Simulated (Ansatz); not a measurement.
# H2B–BeH, singlet in 6-31G: errors against full CI

Geometry: a point of a breathe scan, not a stationary point.

| atom | x (Å) | y (Å) | z (Å) |
| --- | --- | --- | --- |
| B | 0.0000 | 0.0000 | 1.0813 |
| Be | 0.0000 | 0.0000 | -1.3819 |
| H | 0.0000 | 1.3192 | 1.9517 |
| H | 0.0000 | -1.3192 | 1.9517 |
| H | 0.0000 | 0.0000 | -3.1456 |

Basis 6-31G; Ansatz 0.2.0. Only valence electrons are correlated (noble-gas cores frozen), which leaves 8 electrons in 22 orbitals. Prefix R: restricted or restricted open-shell reference. Active spaces: valence = (8e, 11o) chosen from the atoms' valence shells.

Full CI is exact within this basis and frozen core; it isn't the basis-set limit.

The UHF ⟨S²⟩ is 0.000 and the T1 diagnostic (RCCSD) is 0.0154. The largest doubles amplitude (RCCSD) is 0.099.

Q: From what is known of these methods and the diagnostics, rank them by the size of their error in total energy against full CI in 6-31G, smallest first (an estimate: the text doesn't fix the numbers).
A. MRCISD+Q (valence space)
B. NEVPT2 (valence space)
C. RCCSDT
D. CISD
E. RMP2

A: C (0.10 kcal/mol), A (0.41 kcal/mol), B (3.43 kcal/mol), D (8.16 kcal/mol), E (25.36 kcal/mol).

All errors are against full CI in 6-31G. Within each family the higher level lies nearer, as is usual though not guaranteed.

The full-CI state has the irrep A1 of C2v, in the program's axes.

Natural occupations of full CI about the gap: 1.947 1.937 1.932 1.908 0.082 0.053 0.049 0.033 0.021 0.012; effectively unpaired electrons, Σ n²(2−n)², 0.13.
